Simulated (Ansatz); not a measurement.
`N#CC(Cl)(Cl)Cl` → 2 C• + 3 Cl• + N•  (atomization)

Gas-phase electronic energies from Ansatz, PBE0-D4/def2-TZVP geometries. CBS: def2 TZ/QZ extrapolation, frozen cores. Functionals use def2-TZVPP. HSE06 is defined as in plane-wave codes. No spin–orbit coupling; open shells (•) take unrestricted orbitals. Spin–orbit coupling would lower the free atoms: a little for C, Cl.

`N#CC(Cl)(Cl)Cl`:

Cartesian coordinates in Å:
```
N 0.108 -0.047 -2.208
C 0.052 -0.022 -1.061
C -0.019 0.008 0.393
Cl 0.579 -1.530 1.022
Cl -1.702 0.251 0.873
Cl 0.982 1.340 0.981
```

Task: What is ΔE at CCSD(T)/CBS? (An estimate is asked.)

Result: The calculation gave: +2195.9 kJ/mol.

Task: What do these levels give: PBE-D4, r2SCAN0-D4, HSE06-D4, ωB97M-V, PBE, PBE0, MP2/def2-QZVPP, HF/cc-pV(D+d)Z, HF/cc-pV(T+d)Z, CCSD/cc-pV(T+d)Z, MP2/cc-pV(Q+d)Z, CCSD/cc-pV(Q+d)Z? (Best estimate.)

Result: The calculation gave: PBE-D4 2373.2, r2SCAN0-D4 2124.5, HSE06-D4 2255.1, ωB97M-V 2225.3, PBE 2349.8, PBE0 2232.0, MP2/def2-QZVPP 2309.5, HF/cc-pV(D+d)Z 1251.7, HF/cc-pV(T+d)Z 1295.0, CCSD/cc-pV(T+d)Z 2010.5, MP2/cc-pV(Q+d)Z 2308.1, CCSD/cc-pV(Q+d)Z 2064.7 kJ/mol.

Task: What do rigid-rotor, harmonic-oscillator terms from PBE0-D4/def2-TZVP frequencies (298.15 K, 1 bar) make of the CCSD(T)/CBS value? (An estimate is asked.)

Result: The calculation gave: ΔZPE = -46.3 kJ/mol, ΔH = +2167.9 kJ/mol, ΔS = 642 J/(mol·K), ΔG = +1976.5 kJ/mol. Open shells count their whole term as degenerate.

Largest T1 diagnostic among the species: 0.012.

In def2-TZVPP, CCSD(T) changes the Hartree–Fock value by +808.8 kJ/mol (the triples alone add +87.3 kJ/mol) and MP2 by +959.3 kJ/mol; breaking electron pairs costs correlation energy, which Hartree–Fock lacks. From r2SCAN to r2SCAN0 (25 % exact exchange), in def2-TZVPP and without D4, ΔE moves by −94.3 kJ/mol: exact exchange takes away binding that semilocal exchange gives to molecules. At CCSD(T), def2-SVP lies −158.1 kJ/mol from the extrapolated value and def2-TZVPP −89.5 kJ/mol: correlation converges slowly with the basis, and small sets miss more of it in the bonded molecule than in its fragments.
